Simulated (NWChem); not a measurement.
System: carbonyl sulfide (COS); SMILES O=C=S

**Question.** Give the equilibrium geometry at PBE0/def2-SVP (NWChem) as an XYZ file, with the point group.

**Answer.** point group C*v; any orientation.
```
3

O     -1.6765     0.0270     0.0223
C     -0.5204     0.0084     0.0069
S      1.0432    -0.0168    -0.0139
```
